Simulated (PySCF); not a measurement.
BCl3, SMILES ClB(Cl)Cl.

The structure is a stationary point at TPSSh-D3(BJ)/def2-SVP. The isomer is the one that the SMILES or the coordinates give; other isomers of the formula were not compared.

Two levels are set side by side: PBE/def2-TZVPD (PySCF) and M06-2X/def2-TZVPD (PySCF). Same geometry, gas phase. Differences are taken from unrounded values.

| quantity | M06-2X | PBE | PBE minus M06-2X |
|---|---|---|---|
| orbital gap (eV) | 9.54 | 4.95 | -4.59 |
| highest occupied level (eV) | -10.51 | -7.73 | 2.79 |
| lowest empty level (eV) | -0.98 | -2.78 | -1.80 |
| mean polarisability (bohr³) | 55.5 | 58.5 | 3.0 |

Without exact exchange PBE keeps part of each electron's self-repulsion, which lifts occupied levels and narrows the gap. Loosely held outer electrons make PBE densities more polarisable. Differences between two approximate levels are no errors against the true value.

Rough cost on one machine, each run with all the roots and properties that it gave: M06-2X against PBE about 3 times.
